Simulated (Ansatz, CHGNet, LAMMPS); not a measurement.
**Corundum (α-Al2O3), elastic constant C44**

Reference value: 147 GPa (measured, temperature not stated, no zero-point or thermal correction; as tabulated in Oses et al. (2018), arXiv:1811.08464).

| level (code) | value (GPa) | cell (Å³/atom) | difference (%) |
|---|---|---|---|
| ionic model bush1994 (shell model, LAMMPS) | 95.7 | 8.73 | -35 |
| ionic model grimes1999 (shell model, LAMMPS) | 188 | 8.51 | +28 |
| ionic model lewis1985b (shell model, LAMMPS) | 158 | 7.99 | +7.5 |
| CHGNet-r²SCAN (CHGNet) | 107 | 8.47 | -27 |
| LDA (Ansatz) | 152 | 8.32 | +3.4 |
| PBE (Ansatz) | 131 | 8.76 | -10.9 |

Leaving aside ionic model bush1994, ionic model grimes1999, ionic model lewis1985b, which can be fitted to such values or carry a doubt: The reference's temperature isn't stated, so close values are not ranked against it. Off by more than 25 % (a bound picked here): CHGNet-r²SCAN (-27 %).

The reference has no zero-point or thermal correction, while the calculations are for a static lattice, so the differences are not the levels' errors alone. A static lattice is as a rule stiffer than a warm one, by over a tenth in soft solids.  Each level is taken at its own relaxed cell. Ansatz's density-functional and Hartree–Fock values are scalar-relativistic unless marked +SOC, with PAW data made under PBE.

Empirical potentials (ionic model bush1994, ionic model grimes1999, ionic model lewis1985b) are fitted to chosen data, which need not cover the solid at hand: agreement can be built in, and what lay outside the fit can be far off. Machine-learned potentials (CHGNet-r²SCAN) are trained on DFT data, which may include these solids.

Differences are worked out from the printed values.

Ansatz is an electronic-structure program.
